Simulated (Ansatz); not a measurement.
Antiferromagnetic (type II) rock-salt NiO was calculated with PBE in Ansatz (PAW).

Run with plane-wave cutoff 930 eV, 14×14×14 k mesh, Fermi–Dirac smearing 0.01 eV, spin-polarised with opposed moments, scalar-relativistic PAW data made under PBE.

Starting structure:

```yaml
crystal:
  lattice:
    - [4.18000, 2.09000, 2.09000]
    - [2.09000, 4.18000, 2.09000]
    - [2.09000, 2.09000, 4.18000]
  atoms:
    - { symbol: Ni, position: [0.00000, 0.00000, 0.00000] }
    - { symbol: Ni, position: [0.50000, 0.50000, 0.50000] }
    - { symbol: O, position: [0.25000, 0.25000, 0.25000] }
    - { symbol: O, position: [0.75000, 0.75000, 0.75000] }
```

Q: Into what structure does the relaxation of cell and atoms lead at this level, with the symmetry of the start kept?

A: The volume goes up by 0.9 %; final space group R-3m.
```yaml
crystal:
  lattice:
    - [4.18356, 2.08274, 2.08274]
    - [2.08274, 4.18356, 2.08274]
    - [2.08274, 2.08274, 4.18356]
  atoms:
    - { symbol: Ni, position: [0.00000, 0.00000, 0.00000] }
    - { symbol: Ni, position: [0.50000, 0.50000, 0.50000] }
    - { symbol: O, position: [0.25000, 0.25000, 0.25000] }
    - { symbol: O, position: [0.75000, 0.75000, 0.75000] }
```

Ansatz is a program for electronic structure.
